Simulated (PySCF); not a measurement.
# Isomers of C3H7NO: computed energies against enthalpies of formation

**The experiment to reproduce.**

CRC Handbook of Chemistry and Physics lists, for the gas at 298.15 K: enthalpy of formation of `CCC(N)=O` (propanamide) -259 kJ/mol; enthalpy of formation of `CN(C)C=O` (dimethylformamide) -192.4 kJ/mol.

The results are set against them at the end.

Differences of these values give the isomerisation enthalpies. Geometries: PBE0-D3(BJ)/def2-SVP; runs in PySCF, gas phase, with a dispersion term only where the level names one. Total electronic energies (Eh):

```tsv
SMILES	PBE0-D3(BJ)/def2-SVP	CAM-B3LYP/pcSseg-2	PBE0/pcSseg-1	B3LYP/pcSseg-2	B97-2/pcSseg-2	BHandHLYP/pcSseg-2
CCC(N)=O	-248.07231	-248.52082	-248.21993	-248.64226	-248.54292	-248.48327
CN(C)C=O	-248.05156	-248.49714	-248.19940	-248.61958	-248.51905	-248.45861
```

Zero-point and thermal terms are left out, so the computed numbers are electronic energies.

**Comparison with experiment**

Relative to `CCC(N)=O`, the lowest by measurement, in kJ/mol (measured: enthalpies at 298.15 K; computed: electronic energies):

| SMILES | measured | PBE0-D3(BJ)/def2-SVP | CAM-B3LYP/pcSseg-2 | PBE0/pcSseg-1 | B3LYP/pcSseg-2 | B97-2/pcSseg-2 | BHandHLYP/pcSseg-2 |
| --- | --- | --- | --- | --- | --- | --- | --- |
| CCC(N)=O | 0.0 | 0.0 | 0.0 | 0.0 | 0.0 | 0.0 | 0.0 |
| CN(C)C=O | 66.6 | 54.5 | 62.2 | 53.9 | 59.5 | 62.7 | 64.7 |

Measured values: -259 kJ/mol (298.15 K; CRC Handbook of Chemistry and Physics) for the first row; the others come from the same table. Unsigned miss: BHandHLYP/pcSseg-2 1.9, B97-2/pcSseg-2 3.9, CAM-B3LYP/pcSseg-2 4.4, B3LYP/pcSseg-2 7.1, PBE0-D3(BJ)/def2-SVP 12.1, PBE0/pcSseg-1 12.7 kJ/mol. One conformer stands for `CCC(N)=O`, not necessarily the lowest, while the measurement averages over conformers. Where a level misses, the cause wasn't examined.

Conformer computed: `[CH3:1][CH2:2][C:3]([NH2:4])=[O:5]`: C1–C2–C3–N4 -171°, H–N4–C3–C2 1°, H–N4–C3–C2 -178°.
